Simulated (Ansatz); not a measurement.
# Ti2Cd (I4/mmm)

All numbers below come from Ansatz 0.2.0, DFT r2SCAN, scalar-relativistic, plane waves, PAW.

Settings: cutoff 500 eV, Γ-centred mesh 20×20×20 on the computed 3-atom cell, Gaussian smearing of 0.10 eV; no spin polarisation.

The structure is relaxed at this level of theory with its symmetry kept. Whether it is the stable form of this composition wasn't checked.

It takes space group I4/mmm (No. 139, tetragonal). The conventional cell has a = 2.841 Å, b = 2.841 Å, c = 13.508 Å, α = 90.00°, β = 90.00°, γ = 90.00°. Ti (site symmetry 4mm) is surrounded by 8 Ti at 2.81 to 2.84 Å and 4 Cd at 3.13 Å. Around Cd (site symmetry 4/mmm) lie 4 Cd at 2.84 Å and 8 Ti at 3.13 Å.

| Item | Value |
| --- | --- |
| Volume per atom | 122.6 bohr³ |
| Formation energy from the elements' standard states (uncorrected) | -0.096 eV/atom |
| Generalised Kohn–Sham band gap | none (metal) |
| Density of states at the Fermi level | 1.84 states/eV per cell |
| Löwdin character within 0.5 eV of the Fermi level | Ti 3d 81 %, unprojected 13 % |

Cost: 1 run of about 5.9 core-minutes, on Arm Neoverse V1 (shared hosts).